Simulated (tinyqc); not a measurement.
Coupled-perturbed Hartree-Fock on RHF in the sto-3g basis, for NH3, spin multiplicity 1, step by step (part 1 of 2). Computed by tinyqc, a small Python program that keeps every step (integrals from PySCF). Settings: charge = 0, multiplicity = 1, basis = sto-3g, method = RHF, energy threshold = 1e-10, iteration cap = 72, orthogonalisation = symmetric, start = core, DIIS depth = 6. Command: `OMP_NUM_THREADS=1 python tinyqc.py 24480 24481 out.jsonl` (the two numbers bound the seeds that draw the settings). One thread of a shared host (Intel(R) Xeon(R) Processor @ 2.60GHz), about 0.2 s of CPU time with the checks. The early iterations of the SCF are left out here.

## One-electron integrals

Geometry (angstrom):
```
atom,x,y,z
N,0.00000,0.00000,0.28400
H,1.03300,0.00000,0.00000
H,-0.51700,0.89500,0.00000
H,-0.51700,-0.89500,0.00000
```

Basis sto-3g: exponents (1/bohr^2) and contraction coefficients of normalised primitives:
```
element,l (shell),exponent,coefficient
N,s (1),99.10617,0.15433
N,s (1),18.05231,0.53533
N,s (1),4.88566,0.44463
N,s (2),3.78046,-0.09997
N,s (2),0.87850,0.39951
N,s (2),0.28571,0.70012
N,p (3),3.78046,0.15592
N,p (3),0.87850,0.60768
N,p (3),0.28571,0.39196
H,s (1),3.42525,0.15433
H,s (1),0.62391,0.53533
H,s (1),0.16886,0.44463
```

Overlap, kinetic and nuclear-attraction integrals over the contracted functions; the nuclear repulsion is the sum of Za Zb / Rab.

nuclear repulsion = 11.2560959 hartree

overlap S:
```
,1N 1s,1N 2s,1N 2px,1N 2py,1N 2pz,2H 1s,3H 1s,4H 1s
1N 1s,1.00000,0.23504,0.00000,0.00000,0.00000,0.05077,0.05070,0.05070
1N 2s,0.23504,1.00000,0.00000,0.00000,0.00000,0.45860,0.45826,0.45826
1N 2px,0.00000,0.00000,1.00000,0.00000,0.00000,0.40359,-0.20178,-0.20178
1N 2py,0.00000,0.00000,0.00000,1.00000,0.00000,0.00000,0.34932,-0.34932
1N 2pz,0.00000,0.00000,0.00000,0.00000,1.00000,-0.11096,-0.11084,-0.11084
2H 1s,0.05077,0.45860,0.40359,0.00000,-0.11096,1.00000,0.16670,0.16670
3H 1s,0.05070,0.45826,-0.20178,0.34932,-0.11084,0.16670,1.00000,0.16666
4H 1s,0.05070,0.45826,-0.20178,-0.34932,-0.11084,0.16670,0.16666,1.00000
```

kinetic energy T (hartree):
```
,1N 1s,1N 2s,1N 2px,1N 2py,1N 2pz,2H 1s,3H 1s,4H 1s
1N 1s,21.99075,-0.12842,0.00000,0.00000,0.00000,-0.00882,-0.00884,-0.00884
1N 2s,-0.12842,0.60699,0.00000,0.00000,0.00000,0.10026,0.10006,0.10006
1N 2px,0.00000,0.00000,1.89936,0.00000,0.00000,0.23499,-0.11737,-0.11737
1N 2py,0.00000,0.00000,0.00000,1.89936,0.00000,0.00000,0.20318,-0.20318
1N 2pz,0.00000,0.00000,0.00000,0.00000,1.89936,-0.06461,-0.06447,-0.06447
2H 1s,-0.00882,0.10026,0.23499,0.00000,-0.06461,0.76003,-0.00587,-0.00587
3H 1s,-0.00884,0.10006,-0.11737,0.20318,-0.06447,-0.00587,0.76003,-0.00588
4H 1s,-0.00884,0.10006,-0.11737,-0.20318,-0.06447,-0.00587,-0.00588,0.76003
```

nuclear attraction V (hartree):
```
,1N 1s,1N 2s,1N 2px,1N 2py,1N 2pz,2H 1s,3H 1s,4H 1s
1N 1s,-47.66727,-5.78111,-0.00001,0.00000,0.01123,-1.27772,-1.27596,-1.27596
1N 2s,-5.78111,-8.32226,-0.00007,0.00000,0.13211,-3.11373,-3.11085,-3.11085
1N 2px,-0.00001,-0.00007,-8.31219,0.00000,0.00004,-2.48555,1.24241,1.24241
1N 2py,0.00000,0.00000,0.00000,-8.31199,0.00000,0.00000,-2.15079,2.15079
1N 2pz,0.01123,0.13211,0.00004,0.00000,-8.17507,0.71795,0.71706,0.71706
2H 1s,-1.27772,-3.11373,-2.48555,0.00000,0.71795,-5.19464,-0.96567,-0.96567
3H 1s,-1.27596,-3.11085,1.24241,-2.15079,0.71706,-0.96567,-5.19299,-0.96524
4H 1s,-1.27596,-3.11085,1.24241,2.15079,0.71706,-0.96567,-0.96524,-5.19299
```

core Hamiltonian H = T + V (hartree):
```
,1N 1s,1N 2s,1N 2px,1N 2py,1N 2pz,2H 1s,3H 1s,4H 1s
1N 1s,-25.67652,-5.90953,-0.00001,0.00000,0.01123,-1.28654,-1.28480,-1.28480
1N 2s,-5.90953,-7.71527,-0.00007,0.00000,0.13211,-3.01347,-3.01079,-3.01079
1N 2px,-0.00001,-0.00007,-6.41283,0.00000,0.00004,-2.25056,1.12505,1.12505
1N 2py,0.00000,0.00000,0.00000,-6.41263,0.00000,0.00000,-1.94761,1.94761
1N 2pz,0.01123,0.13211,0.00004,0.00000,-6.27571,0.65334,0.65259,0.65259
2H 1s,-1.28654,-3.01347,-2.25056,0.00000,0.65334,-4.43461,-0.97154,-0.97154
3H 1s,-1.28480,-3.01079,1.12505,-1.94761,0.65259,-0.97154,-4.43296,-0.97111
4H 1s,-1.28480,-3.01079,1.12505,1.94761,0.65259,-0.97154,-0.97111,-4.43296
```

## Two-electron integrals

Functions are numbered as in S; the eight-fold symmetry (ij|kl) = (ji|kl) = (kl|ij) leaves the list below.

Two-electron integrals (ij|kl) in chemists' order, unique and non-zero (hartree):
```
i,j,k,l,(ij|kl)
1,1,1,1,4.16663
2,1,1,1,0.64085
2,1,2,1,0.11746
2,2,1,1,0.96986
2,2,2,1,0.22094
2,2,2,2,0.70825
3,1,3,1,0.02096
3,2,3,1,0.03245
3,2,3,2,0.15645
3,3,1,1,0.96712
3,3,2,1,0.22098
3,3,2,2,0.70809
3,3,3,3,0.76280
4,1,4,1,0.02096
4,2,4,1,0.03245
4,2,4,2,0.15645
4,3,4,3,0.04112
4,4,1,1,0.96712
4,4,2,1,0.22098
4,4,2,2,0.70809
4,4,3,3,0.68057
4,4,4,4,0.76280
5,1,5,1,0.02096
5,2,5,1,0.03245
5,2,5,2,0.15645
5,3,5,3,0.04112
5,4,5,4,0.04112
5,5,1,1,0.96712
5,5,2,1,0.22098
5,5,2,2,0.70809
5,5,3,3,0.68057
5,5,4,4,0.68057
5,5,5,5,0.76280
6,1,1,1,0.14014
6,1,2,1,0.02549
6,1,2,2,0.04769
6,1,3,1,0.00129
6,1,3,2,0.00243
6,1,3,3,0.04791
6,1,4,4,0.04757
6,1,5,1,-0.00036
6,1,5,2,-0.00067
6,1,5,3,-0.00009
6,1,5,5,0.04760
6,1,6,1,0.00562
6,2,1,1,0.33942
6,2,2,1,0.07827
6,2,2,2,0.27681
6,2,3,1,0.00633
6,2,3,2,0.04793
6,2,3,3,0.28668
6,2,4,4,0.27116
6,2,5,1,-0.00174
6,2,5,2,-0.01318
6,2,5,3,-0.00427
6,2,5,5,0.27233
6,2,6,1,0.01746
6,2,6,2,0.13738
6,3,1,1,0.25715
6,3,2,1,0.06005
6,3,2,2,0.22606
6,3,3,1,0.01224
6,3,3,2,0.08290
6,3,3,3,0.24661
6,3,4,4,0.21520
6,3,5,1,-0.00117
6,3,5,2,-0.01010
6,3,5,3,-0.00597
6,3,5,5,0.21611
6,3,6,1,0.01400
6,3,6,2,0.13475
6,3,6,3,0.14839
6,4,4,1,0.00800
6,4,4,2,0.04618
6,4,4,3,0.00968
6,4,5,4,-0.00266
6,4,6,4,0.01824
6,5,1,1,-0.07070
6,5,2,1,-0.01651
6,5,2,2,-0.06215
6,5,3,1,-0.00117
6,5,3,2,-0.01010
6,5,3,3,-0.06248
6,5,4,4,-0.05917
6,5,5,1,0.00832
6,5,5,2,0.04895
6,5,5,3,0.01059
6,5,5,5,-0.06474
6,5,6,1,-0.00385
6,5,6,2,-0.03705
6,5,6,3,-0.03578
6,5,6,5,0.02808
6,6,1,1,0.48191
6,6,2,1,0.11291
6,6,2,2,0.45597
6,6,3,1,0.01172
6,6,3,2,0.12067
6,6,3,3,0.49391
6,6,4,4,0.43447
6,6,5,1,-0.00322
6,6,5,2,-0.03318
6,6,5,3,-0.01634
6,6,5,5,0.43896
6,6,6,1,0.02547
6,6,6,2,0.28451
6,6,6,3,0.31291
6,6,6,5,-0.08603
6,6,6,6,0.77461
7,1,1,1,0.13995
7,1,2,1,0.02545
7,1,2,2,0.04763
7,1,3,1,-0.00065
7,1,3,2,-0.00121
7,1,3,3,0.04759
7,1,4,1,0.00112
7,1,4,2,0.00210
7,1,4,3,-0.00015
7,1,4,4,0.04776
7,1,5,1,-0.00035
7,1,5,2,-0.00067
7,1,5,3,4.71e-05
7,1,5,4,-0.00008
7,1,5,5,0.04753
7,1,6,1,0.00549
7,1,6,2,0.01666
7,1,6,3,0.01249
7,1,6,4,0.00051
7,1,6,5,-0.00367
7,1,6,6,0.02394
7,1,7,1,0.00561
7,2,1,1,0.33909
7,2,2,1,0.07819
7,2,2,2,0.27657
7,2,3,1,-0.00316
7,2,3,2,-0.02396
7,2,3,3,0.27480
7,2,4,1,0.00547
7,2,4,2,0.04147
7,2,4,3,-0.00672
7,2,4,4,0.28255
7,2,5,1,-0.00174
7,2,5,2,-0.01316
7,2,5,3,0.00213
7,2,5,4,-0.00369
7,2,5,5,0.27209
7,2,6,1,0.01667
7,2,6,2,0.10432
7,2,6,3,0.07888
7,2,6,4,0.01184
7,2,6,5,-0.02732
7,2,6,6,0.17216
7,2,7,1,0.01742
7,2,7,2,0.13716
7,3,1,1,-0.12854
7,3,2,1,-0.03001
7,3,2,2,-0.11300
7,3,3,1,0.00905
7,3,3,2,0.05531
7,3,3,3,-0.11876
7,3,4,1,-0.00184
7,3,4,2,-0.01590
7,3,4,3,0.01098
7,3,4,4,-0.11209
7,3,5,1,0.00058
7,3,5,2,0.00505
7,3,5,3,-0.00349
7,3,5,4,0.00143
7,3,5,5,-0.10803
7,3,6,1,-0.00581
7,3,6,2,-0.02921
7,3,6,3,-0.00965
7,3,6,4,-0.00252
7,3,6,5,0.00748
7,3,6,6,-0.03689
7,3,7,1,-0.00699
7,3,7,2,-0.06731
7,3,7,3,0.05074
7,4,1,1,0.22251
7,4,2,1,0.05196
7,4,2,2,0.19562
7,4,3,1,-0.00184
7,4,3,2,-0.01590
7,4,3,3,0.18884
7,4,4,1,0.01117
7,4,4,2,0.07365
7,4,4,3,-0.00935
7,4,4,4,0.21080
7,4,5,1,-0.00101
7,4,5,2,-0.00873
7,4,5,3,0.00143
7,4,5,4,-0.00514
7,4,5,5,0.18702
7,4,6,1,0.01108
7,4,6,2,0.07424
7,4,6,3,0.05569
7,4,6,4,0.02107
7,4,6,5,-0.01907
7,4,6,6,0.12316
7,4,7,1,0.01209
7,4,7,2,0.11653
7,4,7,3,-0.05631
7,4,7,4,0.11568
7,5,1,1,-0.07061
7,5,2,1,-0.01649
7,5,2,2,-0.06207
7,5,3,1,0.00058
7,5,3,2,0.00505
7,5,3,3,-0.05992
7,5,4,1,-0.00101
7,5,4,2,-0.00873
7,5,4,3,0.00143
7,5,4,4,-0.06157
7,5,5,1,0.00831
7,5,5,2,0.04890
7,5,5,3,-0.00529
7,5,5,4,0.00916
7,5,5,5,-0.06466
7,5,6,1,-0.00368
7,5,6,2,-0.02732
7,5,6,3,-0.02024
7,5,6,4,-0.00307
7,5,6,5,0.02020
7,5,6,6,-0.04850
7,5,7,1,-0.00384
7,5,7,2,-0.03698
7,5,7,3,0.01787
7,5,7,4,-0.03093
7,5,7,5,0.02802
7,6,1,1,0.10161
7,6,2,1,0.02357
7,6,2,2,0.08822
7,6,3,1,0.00077
7,6,3,2,0.00656
7,6,3,3,0.08856
7,6,4,1,0.00134
7,6,4,2,0.01137
7,6,4,3,0.00038
7,6,4,4,0.08900
7,6,5,1,-0.00085
7,6,5,2,-0.00721
7,6,5,3,-0.00087
7,6,5,4,-0.00151
7,6,5,5,0.08700
7,6,6,1,0.00517
7,6,6,2,0.04102
7,6,6,3,0.03728
7,6,6,4,0.00424
7,6,6,5,-0.01227
7,6,6,6,0.08253
7,6,7,1,0.00516
7,6,7,2,0.04099
7,6,7,3,-0.01497
7,6,7,4,0.03439
7,6,7,5,-0.01226
7,6,7,6,0.01486
7,7,1,1,0.48168
7,7,2,1,0.11286
7,7,2,2,0.45580
7,7,3,1,-0.00586
7,7,3,2,-0.06033
7,7,3,3,0.44917
7,7,4,1,0.01014
7,7,4,2,0.10445
7,7,4,3,-0.02573
7,7,4,4,0.47886
7,7,5,1,-0.00322
7,7,5,2,-0.03314
7,7,5,3,0.00817
7,7,5,4,-0.01414
7,7,5,5,0.43879
7,7,6,1,0.02396
7,7,6,2,0.17225
7,7,6,3,0.12513
7,7,6,4,0.02968
7,7,6,5,-0.04853
7,7,6,6,0.29351
7,7,7,1,0.02543
7,7,7,2,0.28424
7,7,7,3,-0.15640
7,7,7,4,0.27076
7,7,7,5,-0.08592
7,7,7,6,0.08253
7,7,7,7,0.77461
8,1,1,1,0.13995
8,1,2,1,0.02545
8,1,2,2,0.04763
8,1,3,1,-0.00065
8,1,3,2,-0.00121
8,1,3,3,0.04759
8,1,4,1,-0.00112
8,1,4,2,-0.00210
8,1,4,3,0.00015
8,1,4,4,0.04776
8,1,5,1,-0.00035
8,1,5,2,-0.00067
8,1,5,3,4.71e-05
8,1,5,4,0.00008
8,1,5,5,0.04753
8,1,6,1,0.00549
8,1,6,2,0.01666
8,1,6,3,0.01249
8,1,6,4,-0.00051
8,1,6,5,-0.00367
8,1,6,6,0.02394
8,1,7,1,0.00548
8,1,7,2,0.01664
8,1,7,3,-0.00668
8,1,7,4,0.01056
8,1,7,5,-0.00367
8,1,7,6,0.00498
8,1,7,7,0.02393
8,1,8,1,0.00561
8,2,1,1,0.33909
8,2,2,1,0.07819
8,2,2,2,0.27657
8,2,3,1,-0.00316
8,2,3,2,-0.02396
8,2,3,3,0.27480
8,2,4,1,-0.00547
8,2,4,2,-0.04147
8,2,4,3,0.00672
8,2,4,4,0.28255
8,2,5,1,-0.00174
8,2,5,2,-0.01316
8,2,5,3,0.00213
8,2,5,4,0.00369
8,2,5,5,0.27209
8,2,6,1,0.01667
8,2,6,2,0.10432
8,2,6,3,0.07888
8,2,6,4,-0.01184
8,2,6,5,-0.02732
8,2,6,6,0.17216
8,2,7,1,0.01664
8,2,7,2,0.10423
8,2,7,3,-0.04969
8,2,7,4,0.06235
8,2,7,5,-0.02729
8,2,7,6,0.03247
8,2,7,7,0.17213
8,2,8,1,0.01742
8,2,8,2,0.13716
8,3,1,1,-0.12854
8,3,2,1,-0.03001
8,3,2,2,-0.11300
8,3,3,1,0.00905
8,3,3,2,0.05531
8,3,3,3,-0.11876
8,3,4,1,0.00184
8,3,4,2,0.01590
8,3,4,3,-0.01098
8,3,4,4,-0.11209
8,3,5,1,0.00058
8,3,5,2,0.00505
8,3,5,3,-0.00349
8,3,5,4,-0.00143
8,3,5,5,-0.10803
8,3,6,1,-0.00581
8,3,6,2,-0.02921
8,3,6,3,-0.00965
8,3,6,4,0.00252
8,3,6,5,0.00748
8,3,6,6,-0.03689
8,3,7,1,-0.00668
8,3,7,2,-0.04969
8,3,7,3,0.03642
8,3,7,4,-0.02910
8,3,7,5,0.01277
8,3,7,6,-0.01167
8,3,7,7,-0.08826
8,3,8,1,-0.00699
8,3,8,2,-0.06731
8,3,8,3,0.05074
8,4,1,1,-0.22251
8,4,2,1,-0.05196
8,4,2,2,-0.19562
8,4,3,1,0.00184
8,4,3,2,0.01590
8,4,3,3,-0.18884
8,4,4,1,0.01117
8,4,4,2,0.07365
8,4,4,3,-0.00935
8,4,4,4,-0.21080
8,4,5,1,0.00101
8,4,5,2,0.00873
8,4,5,3,-0.00143
8,4,5,4,-0.00514
8,4,5,5,-0.18702
8,4,6,1,-0.01108
8,4,6,2,-0.07424
8,4,6,3,-0.05569
8,4,6,4,0.02107
8,4,6,5,0.01907
8,4,6,6,-0.12316
8,4,7,1,-0.01056
8,4,7,2,-0.06235
8,4,7,3,0.02910
8,4,7,4,-0.02496
8,4,7,5,0.01599
8,4,7,6,-0.02019
8,4,7,7,-0.09348
8,4,8,1,-0.01209
8,4,8,2,-0.11653
8,4,8,3,0.05631
8,4,8,4,0.11568
8,5,1,1,-0.07061
8,5,2,1,-0.01649
8,5,2,2,-0.06207
8,5,3,1,0.00058
8,5,3,2,0.00505
8,5,3,3,-0.05992
8,5,4,1,0.00101
8,5,4,2,0.00873
8,5,4,3,-0.00143
8,5,4,4,-0.06157
8,5,5,1,0.00831
8,5,5,2,0.04890
8,5,5,3,-0.00529
8,5,5,4,-0.00916
8,5,5,5,-0.06466
8,5,6,1,-0.00368
8,5,6,2,-0.02732
8,5,6,3,-0.02024
8,5,6,4,0.00307
8,5,6,5,0.02020
8,5,6,6,-0.04850
8,5,7,1,-0.00367
8,5,7,2,-0.02729
8,5,7,3,0.01277
8,5,7,4,-0.01599
8,5,7,5,0.02018
8,5,7,6,-0.00942
8,5,7,7,-0.04849
8,5,8,1,-0.00384
8,5,8,2,-0.03698
8,5,8,3,0.01787
8,5,8,4,0.03093
8,5,8,5,0.02802
8,6,1,1,0.10161
8,6,2,1,0.02357
8,6,2,2,0.08822
8,6,3,1,0.00077
8,6,3,2,0.00656
8,6,3,3,0.08856
8,6,4,1,-0.00134
8,6,4,2,-0.01137
8,6,4,3,-0.00038
8,6,4,4,0.08900
8,6,5,1,-0.00085
8,6,5,2,-0.00721
8,6,5,3,-0.00087
8,6,5,4,0.00151
8,6,5,5,0.08700
8,6,6,1,0.00517
8,6,6,2,0.04102
8,6,6,3,0.03728
8,6,6,4,-0.00424
8,6,6,5,-0.01227
8,6,6,6,0.08253
8,6,7,1,0.00498
8,6,7,2,0.03247
8,6,7,3,-0.01167
8,6,7,4,0.02019
8,6,7,5,-0.00942
8,6,7,6,0.01208
8,6,7,7,0.05389
8,6,8,1,0.00516
8,6,8,2,0.04099
8,6,8,3,-0.01497
8,6,8,4,-0.03439
8,6,8,5,-0.01226
8,6,8,6,0.01486
8,7,1,1,0.10156
8,7,2,1,0.02356
8,7,2,2,0.08818
8,7,3,1,-0.00155
8,7,3,2,-0.01312
8,7,3,3,0.08918
8,7,4,4,0.08831
8,7,5,1,-0.00085
8,7,5,2,-0.00721
8,7,5,3,0.00175
8,7,5,5,0.08696
8,7,6,1,0.00498
8,7,6,2,0.03248
8,7,6,3,0.02332
8,7,6,5,-0.00942
8,7,6,6,0.05388
8,7,7,1,0.00516
8,7,7,2,0.04097
8,7,7,3,-0.02231
8,7,7,4,0.03013
8,7,7,5,-0.01225
8,7,7,6,0.01208
8,7,7,7,0.08251
8,7,8,1,0.00516
8,7,8,2,0.04097
8,7,8,3,-0.02231
8,7,8,4,-0.03013
8,7,8,5,-0.01225
8,7,8,6,0.01208
8,7,8,7,0.01486
8,8,1,1,0.48168
8,8,2,1,0.11286
8,8,2,2,0.45580
8,8,3,1,-0.00586
8,8,3,2,-0.06033
8,8,3,3,0.44917
8,8,4,1,-0.01014
8,8,4,2,-0.10445
8,8,4,3,0.02573
8,8,4,4,0.47886
8,8,5,1,-0.00322
8,8,5,2,-0.03314
8,8,5,3,0.00817
8,8,5,4,0.01414
8,8,5,5,0.43879
8,8,6,1,0.02396
8,8,6,2,0.17225
8,8,6,3,0.12513
8,8,6,4,-0.02968
8,8,6,5,-0.04853
8,8,6,6,0.29351
8,8,7,1,0.02393
8,8,7,2,0.17213
8,8,7,3,-0.08826
8,8,7,4,0.09348
8,8,7,5,-0.04849
8,8,7,6,0.05389
8,8,7,7,0.29348
8,8,8,1,0.02543
8,8,8,2,0.28424
8,8,8,3,-0.15640
8,8,8,4,-0.27076
8,8,8,5,-0.08592
8,8,8,6,0.08253
8,8,8,7,0.08251
8,8,8,8,0.77461
```

## Orthogonalisation

S = U s U^T; symmetric (Loewdin) form X = U s^(-1/2) U^T, so that X^T S X = 1.

eigenvalues of S: 0.31064  0.41537  0.41568  0.93505  1.04359  1.41766  1.41791  2.04410

X:
```
,1N 1s,1N 2s,1N 2px,1N 2py,1N 2pz,2H 1s,3H 1s,4H 1s
1N 1s,1.02496,-0.15187,-0.00001,0.00000,0.00710,0.02220,0.02219,0.02219
1N 2s,-0.15187,1.34188,0.00014,0.00000,-0.07588,-0.28923,-0.28884,-0.28884
1N 2px,-0.00001,0.00014,1.13652,0.00000,-0.00004,-0.28659,0.14323,0.14323
1N 2py,0.00000,0.00000,0.00000,1.13631,0.00000,0.00000,-0.24793,0.24793
1N 2pz,0.00710,-0.07588,-0.00004,0.00000,1.01798,0.06877,0.06865,0.06865
2H 1s,0.02220,-0.28923,-0.28659,0.00000,0.06877,1.21071,-0.04430,-0.04430
3H 1s,0.02219,-0.28884,0.14323,-0.24793,0.06865,-0.04430,1.21032,-0.04427
4H 1s,0.02219,-0.28884,0.14323,0.24793,0.06865,-0.04430,-0.04427,1.21032
```

## Iteration 8 (converged): orbitals

converged F (hartree):
```
,1N 1s,1N 2s,1N 2px,1N 2py,1N 2pz,2H 1s,3H 1s,4H 1s
1N 1s,-15.27873,-3.88864,-0.00001,0.00000,0.01907,-0.85345,-0.85231,-0.85231
1N 2s,-3.88864,-1.88436,-0.00013,0.00000,0.07131,-0.79655,-0.79585,-0.79585
1N 2px,-0.00001,-0.00013,-0.27125,0.00000,0.00006,-0.43367,0.21684,0.21684
1N 2py,0.00000,0.00000,0.00000,-0.27096,0.00000,0.00000,-0.37541,0.37541
1N 2pz,0.01907,0.07131,0.00006,0.00000,-0.30862,0.14999,0.14986,0.14986
2H 1s,-0.85345,-0.79655,-0.43367,0.00000,0.14999,-0.45929,-0.25122,-0.25122
3H 1s,-0.85231,-0.79585,0.21684,-0.37541,0.14986,-0.25122,-0.45872,-0.25107
4H 1s,-0.85231,-0.79585,0.21684,0.37541,0.14986,-0.25122,-0.25107,-0.45872
```

Diagonalise F' = X^T F X, C = X C', fill 5 alpha and 5 beta electrons from the bottom; D = 2 C_occ C_occ^T. Each column has its largest component positive (the first on a tie).

F' = X^T F X (hartree):
```
,1,2,3,4,5,6,7,8
1,-14.98519,-2.06834,0.00001,0.00000,0.03468,-0.11813,-0.11778,-0.11778
2,-2.06834,-0.76980,0.00006,0.00000,-0.07278,-0.44132,-0.44085,-0.44085
3,0.00001,0.00006,0.04773,0.00000,-0.00001,-0.50886,0.25440,0.25440
4,0.00000,0.00000,0.00000,0.04765,0.00000,0.00000,-0.44041,0.44041
5,0.03468,-0.07278,-0.00001,0.00000,-0.26630,0.13214,0.13199,0.13199
6,-0.11813,-0.44132,-0.50886,0.00000,0.13214,0.04577,-0.06140,-0.06140
7,-0.11778,-0.44085,0.25440,-0.44041,0.13199,-0.06140,0.04560,-0.06133
8,-0.11778,-0.44085,0.25440,0.44041,0.13199,-0.06140,-0.06133,0.04560
```

orbital energies (hartree): MO1 -15.28640, MO2 -1.03567, MO3 -0.54648, MO4 -0.54625, MO5 -0.32263, MO6 0.54632, MO7 0.70083, MO8 0.70135

coefficients C:
```
,MO1,MO2,MO3,MO4,MO5,MO6,MO7,MO8
1N 1s,0.99354,-0.22136,0.00004,0.00000,-0.06732,-0.18569,0.00000,-0.00030
1N 2s,0.03025,0.75604,-0.00025,0.00000,0.33782,1.18039,0.00000,0.00220
1N 2px,0.00000,0.00013,0.58037,0.00000,0.00010,-0.00150,0.00000,1.03827
1N 2py,0.00000,0.00000,0.00000,0.58040,0.00000,0.00000,1.03791,0.00000
1N 2pz,-0.00326,-0.09217,-0.00011,0.00000,0.93697,-0.41209,0.00000,-0.00075
2H 1s,-0.00598,0.16472,0.49957,0.00000,-0.10491,-0.68456,0.00000,-0.94041
3H 1s,-0.00598,0.16451,-0.24993,0.43278,-0.10497,-0.68620,-0.81313,0.46852
4H 1s,-0.00598,0.16451,-0.24993,-0.43278,-0.10497,-0.68620,0.81313,0.46852
```

D after iteration 8:
```
,1N 1s,1N 2s,1N 2px,1N 2py,1N 2pz,2H 1s,3H 1s,4H 1s
1N 1s,2.08130,-0.32008,-0.00002,0.00000,-0.09183,-0.07064,-0.07059,-0.07059
1N 2s,-0.32008,1.37328,-0.00003,0.00000,0.49349,0.17758,0.17760,0.17760
1N 2px,-0.00002,-0.00003,0.67365,0.00000,0.00004,0.57989,-0.29008,-0.29008
1N 2py,0.00000,0.00000,0.00000,0.67374,0.00000,0.00000,0.50237,-0.50237
1N 2pz,-0.09183,0.49349,0.00004,0.00000,1.77284,-0.22703,-0.22693,-0.22693
2H 1s,-0.07064,0.17758,0.57989,0.00000,-0.22703,0.57549,-0.17342,-0.17342
3H 1s,-0.07059,0.17760,-0.29008,0.50237,-0.22693,-0.17342,0.57576,-0.17342
4H 1s,-0.07059,0.17760,-0.29008,-0.50237,-0.22693,-0.17342,-0.17342,0.57576
```

## Convergence

Stop when the energy changes by less than 1e-10 hartree and every element of the error matrix X^T (F D S - S D F) X is below 3e-06.

Course of the cycle:
```
iteration,E (hartree),change,largest element of the error matrix
1,-52.8221462,-,7.70e-01
2,-55.3390922,-2.52e+00,2.54e-01
3,-55.4393948,-1.00e-01,2.48e-02
4,-55.4409428,-1.55e-03,5.40e-03
5,-55.4410399,-9.71e-05,1.49e-03
6,-55.4410463,-6.34e-06,1.39e-04
7,-55.4410464,-9.96e-08,3.76e-06
8,-55.4410464,-1.95e-11,1.50e-07
```

PySCF RHF in the same basis = -55.4410464 hartree

Converged in 8 iterations.
